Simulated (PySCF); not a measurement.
Al(F)3 anion (AlF3), SMILES [F][Al]([F])[F] (connectivity only; charge and spin as stated), charge -1, multiplicity 2.

Geometry optimised at PBE-D3(BJ)/def2-SVPD. A frequency run showed that this geometry is not a minimum. The spin state was assumed, not searched. The isomer is the one that the SMILES or the coordinates give; other isomers of the formula were not compared.

Method: PBE-D3(BJ)/def2-SVPD (PySCF).

Frequencies are harmonic and unscaled.

Modes within 1.5 cm⁻¹ of each other (mostly degenerate sets) share a row, with their intensities summed.

| mode | ν (cm⁻¹) | IR (km/mol) | moving atoms (share of kinetic energy) |
|---|---|---|---|
| 1 | 407i | 276.9 | Al 68 %, F 32 % |
| 2–3 | 122 | 0.1 | F 85 %, Al 15 % |
| 4 | 484 | 0.0 | F 100 % |
| 5–6 | 740 | 245.6 | Al 53 %, F 47 % |
